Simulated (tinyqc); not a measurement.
Inside a calculation (part 2 of 3). Method: UHF in the sto-3g basis, for CH3+, spin multiplicity 1. Computed by tinyqc, a small Python program that keeps every step (integrals from PySCF). Command: `OMP_NUM_THREADS=1 python tinyqc.py 27772 27773 out.jsonl` (the two numbers bound the seeds that draw the settings). One thread of a shared host (Intel(R) Xeon(R) Processor @ 2.60GHz), about 0.1 s of CPU time with the checks.

Geometry (angstrom):
```
atom        x        y       z
C      0.0000   0.0000  0.1120
H      1.2210   0.0000  0.0000
H     -0.6100   1.0570  0.0000
H     -0.6100  -1.0570  0.0000
```

## Iteration 1: diagonalisation and new density

F(alpha) (hartree), lower triangle:
```
           1C 1s    1C 2s   1C 2px   1C 2py   1C 2pz    2H 1s    3H 1s    4H 1s
1C 1s   -10.2187
1C 2s    -2.8072  -1.3916
1C 2px   -0.0011  -0.0289  -0.1871
1C 2py    0.0000   0.0000   0.0000  -0.2631
1C 2pz   -0.0043   0.0594  -0.2292   0.0000   0.2992
2H 1s    -0.5265  -0.5396  -0.3156   0.0000  -0.0201  -0.3686
3H 1s    -0.5275  -0.5314   0.1514  -0.2851   0.0649  -0.1400  -0.3662
4H 1s    -0.5275  -0.5314   0.1514   0.2851   0.0649  -0.1400  -0.1358  -0.3662
```

F(beta) (hartree), lower triangle:
```
           1C 1s    1C 2s   1C 2px   1C 2py  1C 2pz    2H 1s    3H 1s    4H 1s
1C 1s   -10.2187
1C 2s    -2.8072  -1.3916
1C 2px    0.0016   0.0324  -0.1877
1C 2py    0.0000   0.0000   0.0000  -0.2626
1C 2pz   -0.0043   0.0596   0.2291   0.0000  0.2992
2H 1s    -0.5264  -0.5272  -0.3057   0.0000  0.0933  -0.3653
3H 1s    -0.5276  -0.5377   0.1598  -0.2860  0.0082  -0.1394  -0.3678
4H 1s    -0.5276  -0.5377   0.1598   0.2860  0.0082  -0.1394  -0.1369  -0.3678
```

X:
```
              1        2        3        4        5        6        7        8
1C 1s   -0.3602   0.0000  -0.0007   0.8470   0.4512   0.0001   0.0000   0.1796
1C 2s    1.2936   0.0000   0.0017  -0.0421   0.0703   0.0002   0.0000   0.4745
1C 2px  -0.0017   0.0000   1.0143   0.0001   0.0000   0.6123   0.0000  -0.0002
1C 2py   0.0000   1.0146   0.0000   0.0000   0.0000   0.0000   0.6122   0.0000
1C 2pz  -0.1063   0.0000  -0.0001  -0.4876   0.8695   0.0000   0.0000  -0.0389
2H 1s   -0.6112   0.0000  -0.9130  -0.1674  -0.0892   0.4540   0.0000   0.3007
3H 1s   -0.6138  -0.7902   0.4552  -0.1673  -0.0892  -0.2268   0.3930   0.3010
4H 1s   -0.6138   0.7902   0.4552  -0.1673  -0.0892  -0.2268  -0.3930   0.3010
```

Diagonalise F' = X^T F X, C = X C', fill 4 alpha and 4 beta electrons from the bottom; D(s) = C_occ C_occ^T. Each column has its largest component positive (the first on a tie).

F' = X^T F X (alpha) (hartree), lower triangle:
```
         1       2        3        4        5        6        7        8
1   0.0793
2   0.0000  0.3557
3  -0.0075  0.0000   0.3891
4   0.9206  0.0000   0.0787  -6.6657
5   0.4847  0.0000  -0.1350  -3.9362  -1.9200
6  -0.0022  0.0000   0.0702   0.0887  -0.1568  -0.3997
7   0.0000  0.0281   0.0000   0.0000   0.0000   0.0000  -0.4442
8   0.1731  0.0000  -0.0058  -2.7669  -1.5717  -0.0071   0.0000  -1.9292
```

orbital energies (alpha) (hartree): MO1 -10.2279, MO2 -0.7436, MO3 -0.4452, MO4 -0.4441, MO5 0.1858, MO6 0.2449, MO7 0.3567, MO8 0.5388

coefficients C (alpha):
```
            MO1      MO2      MO3      MO4      MO5      MO6      MO7      MO8
1C 1s    0.9908  -0.2327   0.0000  -0.0002   0.1152  -0.1836   0.0000   0.0047
1C 2s    0.0390   0.7274   0.0000   0.0071  -0.6003   1.0070   0.0000   0.0018
1C 2px   0.0003   0.0251   0.0000   0.5552  -0.4913  -0.3169   0.0000   0.8677
1C 2py   0.0000   0.0000   0.5762   0.0000   0.0000   0.0000   1.0355   0.0000
1C 2pz  -0.0005  -0.0410   0.0000   0.2262  -0.6130  -0.4100   0.0000  -0.6403
2H 1s   -0.0073   0.2073   0.0000   0.4655   0.9002  -0.2591   0.0000  -0.6344
3H 1s   -0.0071   0.1976   0.4205  -0.2513   0.0335  -0.7662  -0.7759   0.2673
4H 1s   -0.0071   0.1976  -0.4205  -0.2513   0.0335  -0.7662   0.7759   0.2673
```

F' = X^T F X (beta) (hartree), lower triangle:
```
        1       2        3        4        5        6        7        8
1  0.0793
2  0.0000  0.3585
3  0.0041  0.0000   0.3864
4  0.9207  0.0000  -0.0756  -6.6658
5  0.4844  0.0000   0.1367  -3.9362  -1.9200
6  0.0069  0.0000   0.0694  -0.0894   0.1566  -0.3989
7  0.0000  0.0290   0.0000   0.0000   0.0000   0.0000  -0.4450
8  0.1731  0.0000   0.0103  -2.7669  -1.5717   0.0069   0.0000  -1.9292
```

orbital energies (beta) (hartree): MO1 -10.2279, MO2 -0.7437, MO3 -0.4460, MO4 -0.4435, MO5 0.1874, MO6 0.2423, MO7 0.3595, MO8 0.5372

coefficients C (beta):
```
            MO1      MO2      MO3      MO4      MO5      MO6      MO7      MO8
1C 1s    0.9908  -0.2327   0.0000   0.0009  -0.1081  -0.1879   0.0000  -0.0042
1C 2s    0.0390   0.7276   0.0000  -0.0125   0.5627   1.0283   0.0000  -0.0064
1C 2px  -0.0003  -0.0301   0.0000   0.5558  -0.5015   0.3074   0.0000   0.8648
1C 2py   0.0000   0.0000   0.5753   0.0000   0.0000   0.0000   1.0360   0.0000
1C 2pz  -0.0005  -0.0401   0.0000  -0.2264   0.6255  -0.3849   0.0000   0.6437
2H 1s   -0.0071   0.1949   0.0000   0.4949   0.2917  -0.9255   0.0000  -0.5614
3H 1s   -0.0072   0.2035   0.4212  -0.2205  -0.5974  -0.4491  -0.7756   0.3364
4H 1s   -0.0072   0.2035  -0.4212  -0.2205  -0.5974  -0.4491   0.7756   0.3364
```

D(alpha) after iteration 1, lower triangle:
```
          1C 1s    1C 2s   1C 2px   1C 2py   1C 2pz    2H 1s    3H 1s   4H 1s
1C 1s    1.0359
1C 2s   -0.1306   0.5307
1C 2px  -0.0057   0.0222   0.3088
1C 2py   0.0000   0.0000   0.0000   0.3320
1C 2pz   0.0090  -0.0283   0.1245   0.0000   0.0528
2H 1s   -0.0555   0.1538   0.2636   0.0000   0.0968   0.2597
3H 1s   -0.0530   0.1417  -0.1345   0.2423  -0.0649  -0.0760   0.2791
4H 1s   -0.0530   0.1417  -0.1345  -0.2423  -0.0649  -0.0760  -0.0746  0.2791
```

D(beta) after iteration 1, lower triangle:
```
          1C 1s    1C 2s   1C 2px   1C 2py   1C 2pz    2H 1s    3H 1s   4H 1s
1C 1s    1.0359
1C 2s   -0.1307   0.5311
1C 2px   0.0072  -0.0289   0.3098
1C 2py   0.0000   0.0000   0.0000   0.3310
1C 2pz   0.0086  -0.0264  -0.1246   0.0000   0.0529
2H 1s   -0.0519   0.1353   0.2692   0.0000  -0.1199   0.2830
3H 1s   -0.0547   0.1506  -0.1287   0.2423   0.0418  -0.0694   0.2675
4H 1s   -0.0547   0.1506  -0.1287  -0.2423   0.0418  -0.0694  -0.0873  0.2675
```

## Iteration 2: building the Fock matrix

core Hamiltonian H = T + V (hartree), lower triangle:
```
           1C 1s    1C 2s   1C 2px   1C 2py   1C 2pz    2H 1s    3H 1s    4H 1s
1C 1s   -19.0568
1C 2s    -4.5998  -5.9932
1C 2px    0.0000   0.0001  -4.9941
1C 2py    0.0000   0.0000   0.0000  -4.9943
1C 2pz    0.0037   0.0396   0.0000   0.0000  -4.8477
2H 1s    -0.8485  -2.1317  -1.8429   0.0000   0.1770  -3.5241
3H 1s    -0.8497  -2.1337   0.9218  -1.5973   0.1772  -0.4838  -3.5253
4H 1s    -0.8497  -2.1337   0.9218   1.5973   0.1772  -0.4838  -0.4840  -3.5253
```

nuclear repulsion = 8.522012 hartree

Given earlier and not repeated: Two-electron integrals (ij|kl) in chemists' order.

J_ij = sum D_kl (ij|kl) with D = D(alpha) + D(beta), K_ij = sum D_kl (ik|jl) for each spin; F = H + J - K(s); E = tr D H + tr D J / 2 - 0.5 sum_s tr D(s) K(s) + E_nn.

Coulomb J (hartree), lower triangle:
```
          1C 1s    1C 2s   1C 2px   1C 2py   1C 2pz   2H 1s   3H 1s   4H 1s
1C 1s   10.9360
1C 2s    2.0891   4.8485
1C 2px  -0.0005  -0.0032   4.8903
1C 2py   0.0000   0.0000   0.0000   4.8959
1C 2pz  -0.0075  -0.0531   0.0001   0.0000   4.7426
2H 1s    0.3827   1.7251   1.6245   0.0000  -0.1600  3.3471
3H 1s    0.3834   1.7297  -0.8153   1.4125  -0.1605  0.3792  3.3598
4H 1s    0.3834   1.7297  -0.8153  -1.4125  -0.1605  0.3792  0.3797  3.3598
```

exchange K(alpha) (hartree), lower triangle:
```
          1C 1s    1C 2s   1C 2px   1C 2py   1C 2pz   2H 1s   3H 1s   4H 1s
1C 1s    3.5789
1C 2s    0.6119   0.7848
1C 2px  -0.0002   0.0131   0.5989
1C 2py   0.0000   0.0000   0.0000   0.6248
1C 2pz   0.0000  -0.0462   0.1125   0.0000   0.1957
2H 1s    0.1148   0.3679   0.3480   0.0000   0.0312  0.5250
3H 1s    0.1156   0.3670  -0.1751   0.3148  -0.0627  0.0768  0.5499
4H 1s    0.1156   0.3670  -0.1751  -0.3148  -0.0627  0.0768  0.0748  0.5499
```

exchange K(beta) (hartree), lower triangle:
```
         1C 1s    1C 2s   1C 2px   1C 2py   1C 2pz   2H 1s   3H 1s   4H 1s
1C 1s   3.5789
1C 2s   0.6119   0.7848
1C 2px  0.0001  -0.0174   0.6000
1C 2py  0.0000   0.0000   0.0000   0.6235
1C 2pz  0.0000  -0.0456  -0.1127   0.0000   0.1958
2H 1s   0.1155   0.3626   0.3491   0.0000  -0.0939  0.5449
3H 1s   0.1153   0.3696  -0.1757   0.3137  -0.0002  0.0785  0.5399
4H 1s   0.1153   0.3696  -0.1757  -0.3137  -0.0002  0.0785  0.0714  0.5399
```

F(alpha) (hartree), lower triangle:
```
           1C 1s    1C 2s   1C 2px   1C 2py   1C 2pz    2H 1s    3H 1s    4H 1s
1C 1s   -11.6997
1C 2s    -3.1227  -1.9295
1C 2px   -0.0003  -0.0163  -0.7027
1C 2py    0.0000   0.0000   0.0000  -0.7231
1C 2pz   -0.0038   0.0327  -0.1125   0.0000  -0.3009
2H 1s    -0.5806  -0.7746  -0.5663   0.0000  -0.0143  -0.7020
3H 1s    -0.5820  -0.7709   0.2816  -0.4995   0.0793  -0.1813  -0.7154
4H 1s    -0.5820  -0.7709   0.2816   0.4995   0.0793  -0.1813  -0.1792  -0.7154
```

F(beta) (hartree), lower triangle:
```
           1C 1s    1C 2s   1C 2px   1C 2py   1C 2pz    2H 1s    3H 1s    4H 1s
1C 1s   -11.6997
1C 2s    -3.1227  -1.9295
1C 2px   -0.0006   0.0143  -0.7038
1C 2py    0.0000   0.0000   0.0000  -0.7219
1C 2pz   -0.0038   0.0322   0.1127   0.0000  -0.3010
2H 1s    -0.5813  -0.7692  -0.5675   0.0000   0.1109  -0.7219
3H 1s    -0.5817  -0.7736   0.2821  -0.4984   0.0169  -0.1831  -0.7054
4H 1s    -0.5817  -0.7736   0.2821   0.4984   0.0169  -0.1831  -0.1757  -0.7054
```

total energy of this density = -38.713997 hartree

## Iteration 2: DIIS over 2 matrices

error matrix X^T (FDS - SDF) X (alpha):
```
         1       2        3        4        5        6        7        8
1   0.0000  0.0000   0.0001   0.0610   0.0384  -0.0032   0.0000  -0.0314
2   0.0000  0.0000   0.0000   0.0000   0.0000   0.0000  -0.0699   0.0000
3  -0.0001  0.0000   0.0000   0.0079  -0.0140  -0.0755   0.0000   0.0018
4  -0.0610  0.0000  -0.0079   0.0000  -0.0115  -0.0130   0.0000   0.0146
5  -0.0384  0.0000   0.0140   0.0115   0.0000   0.0290   0.0000  -0.0106
6   0.0032  0.0000   0.0755   0.0130  -0.0290   0.0000   0.0000   0.0035
7   0.0000  0.0699   0.0000   0.0000   0.0000   0.0000   0.0000   0.0000
8   0.0314  0.0000  -0.0018  -0.0146   0.0106  -0.0035   0.0000   0.0000
```

B (overlaps of the stored error matrices):
```
                1               2
1   1.8165402e+00  -3.1365857e-01
2  -3.1365857e-01   7.4244061e-02
```

Minimise |sum c_i e_i|^2 with sum c_i = 1: solve [B -1; -1 0][c; lambda] = [0; -1] with B_ij = tr e_i^T e_j summed over both spins, and take F = sum c_i F_i.

DIIS coefficients: 0.1540  0.8460

extrapolated F(alpha) (hartree), lower triangle:
```
           1C 1s    1C 2s   1C 2px   1C 2py   1C 2pz    2H 1s    3H 1s    4H 1s
1C 1s   -11.4716
1C 2s    -3.0741  -1.8467
1C 2px   -0.0004  -0.0182  -0.6233
1C 2py    0.0000   0.0000   0.0000  -0.6523
1C 2pz   -0.0039   0.0368  -0.1305   0.0000  -0.2084
2H 1s    -0.5722  -0.7384  -0.5277   0.0000  -0.0152  -0.6506
3H 1s    -0.5736  -0.7340   0.2615  -0.4665   0.0771  -0.1750  -0.6616
4H 1s    -0.5736  -0.7340   0.2615   0.4665   0.0771  -0.1750  -0.1725  -0.6616
```

extrapolated F(beta) (hartree), lower triangle:
```
           1C 1s    1C 2s   1C 2px   1C 2py   1C 2pz    2H 1s    3H 1s    4H 1s
1C 1s   -11.4716
1C 2s    -3.0741  -1.8467
1C 2px   -0.0003   0.0170  -0.6243
1C 2py    0.0000   0.0000   0.0000  -0.6511
1C 2pz   -0.0039   0.0364   0.1306   0.0000  -0.2085
2H 1s    -0.5728  -0.7319  -0.5271   0.0000   0.1082  -0.6670
3H 1s    -0.5733  -0.7372   0.2633  -0.4657   0.0155  -0.1764  -0.6534
4H 1s    -0.5733  -0.7372   0.2633   0.4657   0.0155  -0.1764  -0.1697  -0.6534
```

## Iteration 2: diagonalisation and new density

As before.

F' = X^T F X (alpha) (hartree), lower triangle:
```
         1        2        3        4        5        6        7        8
1  -0.1028
2   0.0000   0.2136
3  -0.0061   0.0000   0.2220
4   1.0954   0.0000   0.0279  -7.6632
5   0.5741   0.0000  -0.0408  -4.2009  -2.5750
6  -0.0049   0.0000  -0.0125   0.0589  -0.1074  -0.8202
7   0.0000  -0.0220   0.0000   0.0000   0.0000   0.0000  -0.8446
8   0.1294   0.0000  -0.0081  -2.9828  -1.7077  -0.0018   0.0000  -2.4039
```

orbital energies (alpha) (hartree): MO1 -11.4775, MO2 -1.1708, MO3 -0.8450, MO4 -0.8441, MO5 -0.1914, MO6 0.1132, MO7 0.2141, MO8 0.2276

coefficients C (alpha):
```
            MO1      MO2      MO3      MO4      MO5      MO6      MO7      MO8
1C 1s    0.9930  -0.2348   0.0000  -0.0006  -0.0352  -0.2009   0.0000   0.0030
1C 2s    0.0299   0.7704   0.0000   0.0082   0.1687   1.1323   0.0000  -0.0102
1C 2px   0.0001   0.0204   0.0000   0.6211  -0.0062  -0.0088   0.0000   1.0086
1C 2py   0.0000   0.0000   0.6332   0.0000   0.0000   0.0000   1.0017   0.0000
1C 2pz  -0.0003  -0.0285   0.0000   0.1897   0.9595  -0.1916   0.0000  -0.1120
2H 1s   -0.0055   0.1774   0.0000   0.4159  -0.2562  -0.6664   0.0000  -0.9086
3H 1s   -0.0054   0.1756   0.3765  -0.2248   0.0242  -0.6909  -0.7982   0.4501
4H 1s   -0.0054   0.1756  -0.3765  -0.2248   0.0242  -0.6909   0.7982   0.4501
```

F' = X^T F X (beta) (hartree), lower triangle:
```
         1        2        3        4        5        6        7        8
1  -0.1028
2   0.0000   0.2192
3  -0.0004   0.0000   0.2165
4   1.0959   0.0000  -0.0244  -7.6632
5   0.5733   0.0000   0.0424  -4.2008  -2.5752
6   0.0094   0.0000  -0.0096  -0.0595   0.1072  -0.8229
7   0.0000  -0.0248   0.0000   0.0000   0.0000   0.0000  -0.8417
8   0.1294   0.0000   0.0103  -2.9827  -1.7079  -0.0022   0.0000  -2.4038
```

orbital energies (beta) (hartree): MO1 -11.4775, MO2 -1.1707, MO3 -0.8469, MO4 -0.8423, MO5 -0.1916, MO6 0.1128, MO7 0.2197, MO8 0.2224

coefficients C (beta):
```
            MO1      MO2      MO3      MO4      MO5      MO6      MO7      MO8
1C 1s    0.9930  -0.2349   0.0031   0.0000  -0.0344  -0.2009   0.0000   0.0074
1C 2s    0.0299   0.7705  -0.0188   0.0000   0.1645   1.1317   0.0000  -0.0500
1C 2px   0.0000  -0.0168   0.6185   0.0000   0.0052   0.0651   0.0000   1.0082
1C 2py   0.0000   0.0000   0.0000   0.6358   0.0000   0.0000   1.0000   0.0000
1C 2pz  -0.0003  -0.0289  -0.1888   0.0000   0.9600  -0.1832   0.0000   0.1223
2H 1s   -0.0054   0.1780   0.4434   0.0000   0.1206  -0.7425   0.0000  -0.8635
3H 1s   -0.0055   0.1753  -0.2009   0.3744  -0.1611  -0.6515  -0.7992   0.4903
4H 1s   -0.0055   0.1753  -0.2009  -0.3744  -0.1611  -0.6515   0.7992   0.4903
```

D(alpha) after iteration 2, lower triangle:
```
          1C 1s    1C 2s   1C 2px   1C 2py   1C 2pz    2H 1s    3H 1s   4H 1s
1C 1s    1.0413
1C 2s   -0.1512   0.5945
1C 2px  -0.0050   0.0208   0.3862
1C 2py   0.0000   0.0000   0.0000   0.4009
1C 2pz   0.0063  -0.0204   0.1173   0.0000   0.0368
2H 1s   -0.0474   0.1399   0.2619   0.0000   0.0739   0.2045
3H 1s   -0.0465   0.1333  -0.1360   0.2384  -0.0476  -0.0623   0.2231
4H 1s   -0.0465   0.1333  -0.1360  -0.2384  -0.0476  -0.0623  -0.0604  0.2231
```

D(beta) after iteration 2, lower triangle:
```
          1C 1s    1C 2s   1C 2px   1C 2py   1C 2pz    2H 1s    3H 1s   4H 1s
1C 1s    1.0413
1C 2s   -0.1513   0.5948
1C 2px   0.0058  -0.0246   0.3828
1C 2py   0.0000   0.0000   0.0000   0.4042
1C 2pz   0.0059  -0.0187  -0.1163   0.0000   0.0365
2H 1s   -0.0458   0.1286   0.2712   0.0000  -0.0888   0.2283
3H 1s   -0.0472   0.1387  -0.1272   0.2381   0.0329  -0.0579   0.2114
4H 1s   -0.0472   0.1387  -0.1272  -0.2381   0.0329  -0.0579  -0.0691  0.2114
```

## Iteration 11 (converged): orbitals

converged F(alpha) (hartree), lower triangle:
```
           1C 1s    1C 2s   1C 2px   1C 2py   1C 2pz    2H 1s    3H 1s    4H 1s
1C 1s   -11.5548
1C 2s    -3.0899  -1.8817
1C 2px    0.0000   0.0001  -0.6885
1C 2py    0.0000   0.0000   0.0000  -0.6887
1C 2pz   -0.0015   0.0301   0.0000   0.0000  -0.2072
2H 1s    -0.5761  -0.7554  -0.5632   0.0000   0.0418  -0.6844
3H 1s    -0.5769  -0.7560   0.2817  -0.4880   0.0419  -0.1769  -0.6849
4H 1s    -0.5769  -0.7560   0.2817   0.4880   0.0419  -0.1769  -0.1770  -0.6849
```

converged F(beta) (hartree), lower triangle:
```
           1C 1s    1C 2s   1C 2px   1C 2py   1C 2pz    2H 1s    3H 1s    4H 1s
1C 1s   -11.5548
1C 2s    -3.0899  -1.8817
1C 2px    0.0000   0.0001  -0.6885
1C 2py    0.0000   0.0000   0.0000  -0.6887
1C 2pz   -0.0015   0.0301   0.0000   0.0000  -0.2072
2H 1s    -0.5761  -0.7554  -0.5632   0.0000   0.0418  -0.6844
3H 1s    -0.5769  -0.7560   0.2817  -0.4880   0.0419  -0.1769  -0.6849
4H 1s    -0.5769  -0.7560   0.2817   0.4880   0.0419  -0.1769  -0.1770  -0.6849
```

As before.

F' = X^T F X (alpha) (hartree), lower triangle:
```
         1        2        3        4        5        6        7        8
1  -0.1014
2   0.0000   0.2218
3  -0.0008   0.0000   0.2214
4   1.1119   0.0000   0.0026  -7.7266
5   0.5810   0.0000   0.0014  -4.2300  -2.5882
6   0.0000   0.0000  -0.0293  -0.0009  -0.0005  -0.8846
7   0.0000  -0.0293   0.0000   0.0000   0.0000   0.0000  -0.8848
8   0.1273   0.0000   0.0005  -2.9897  -1.7226  -0.0004   0.0000  -2.4440
```

orbital energies (alpha) (hartree): MO1 -11.5603, MO2 -1.2085, MO3 -0.8855, MO4 -0.8853, MO5 -0.2093, MO6 0.1180, MO7 0.2221, MO8 0.2226

coefficients C (alpha):
```
            MO1      MO2      MO3      MO4      MO5      MO6      MO7      MO8
1C 1s    0.9933  -0.2341   0.0000  -0.0001  -0.0317  -0.2013   0.0004   0.0000
1C 2s    0.0290   0.7685   0.0000   0.0003   0.1553   1.1356  -0.0026   0.0000
1C 2px   0.0000  -0.0002   0.0000   0.6389   0.0000   0.0018   0.9977   0.0000
1C 2py   0.0000   0.0000   0.6388   0.0000   0.0000   0.0000   0.0000   0.9981
1C 2pz  -0.0005  -0.0212   0.0000   0.0000   0.9857  -0.1859   0.0004   0.0000
2H 1s   -0.0052   0.1776   0.0000   0.4297  -0.0667  -0.6843  -0.9224   0.0000
3H 1s   -0.0052   0.1778   0.3720  -0.2147  -0.0666  -0.6820   0.4633  -0.8003
4H 1s   -0.0052   0.1778  -0.3720  -0.2147  -0.0666  -0.6820   0.4633   0.8003
```

F' = X^T F X (beta) (hartree), lower triangle:
```
         1        2        3        4        5        6        7        8
1  -0.1014
2   0.0000   0.2218
3  -0.0008   0.0000   0.2214
4   1.1119   0.0000   0.0026  -7.7266
5   0.5810   0.0000   0.0014  -4.2300  -2.5882
6   0.0000   0.0000  -0.0293  -0.0009  -0.0005  -0.8846
7   0.0000  -0.0293   0.0000   0.0000   0.0000   0.0000  -0.8848
8   0.1273   0.0000   0.0006  -2.9897  -1.7226  -0.0004   0.0000  -2.4440
```

orbital energies (beta) (hartree): MO1 -11.5603, MO2 -1.2085, MO3 -0.8855, MO4 -0.8853, MO5 -0.2093, MO6 0.1180, MO7 0.2221, MO8 0.2226

coefficients C (beta):
```
            MO1      MO2      MO3      MO4      MO5      MO6      MO7      MO8
1C 1s    0.9933  -0.2341   0.0000  -0.0001  -0.0317  -0.2013   0.0004   0.0000
1C 2s    0.0290   0.7685   0.0000   0.0003   0.1553   1.1356  -0.0026   0.0000
1C 2px   0.0000  -0.0002   0.0000   0.6389   0.0000   0.0018   0.9977   0.0000
1C 2py   0.0000   0.0000   0.6388   0.0000   0.0000   0.0000   0.0000   0.9981
1C 2pz  -0.0005  -0.0212   0.0000   0.0000   0.9857  -0.1859   0.0004   0.0000
2H 1s   -0.0052   0.1776   0.0000   0.4297  -0.0666  -0.6843  -0.9224   0.0000
3H 1s   -0.0052   0.1778   0.3720  -0.2147  -0.0666  -0.6820   0.4633  -0.8003
4H 1s   -0.0052   0.1778  -0.3720  -0.2147  -0.0666  -0.6820   0.4633   0.8003
```

D(alpha) after iteration 11, lower triangle:
```
          1C 1s    1C 2s   1C 2px   1C 2py   1C 2pz    2H 1s    3H 1s   4H 1s
1C 1s    1.0414
1C 2s   -0.1511   0.5914
1C 2px   0.0000   0.0001   0.4082
1C 2py   0.0000   0.0000   0.0000   0.4081
1C 2pz   0.0045  -0.0163   0.0000   0.0000   0.0004
2H 1s   -0.0467   0.1364   0.2745   0.0000  -0.0037   0.2162
3H 1s   -0.0468   0.1364  -0.1372   0.2376  -0.0038  -0.0607   0.2161
4H 1s   -0.0468   0.1364  -0.1372  -0.2376  -0.0038  -0.0607  -0.0606  0.2161
```

D(beta) after iteration 11, lower triangle:
```
          1C 1s    1C 2s   1C 2px   1C 2py   1C 2pz    2H 1s    3H 1s   4H 1s
1C 1s    1.0414
1C 2s   -0.1511   0.5914
1C 2px   0.0000   0.0001   0.4082
1C 2py   0.0000   0.0000   0.0000   0.4081
1C 2pz   0.0045  -0.0163   0.0000   0.0000   0.0004
2H 1s   -0.0467   0.1364   0.2745   0.0000  -0.0037   0.2162
3H 1s   -0.0468   0.1364  -0.1372   0.2376  -0.0038  -0.0607   0.2161
4H 1s   -0.0468   0.1364  -0.1372  -0.2376  -0.0038  -0.0607  -0.0606  0.2161
```
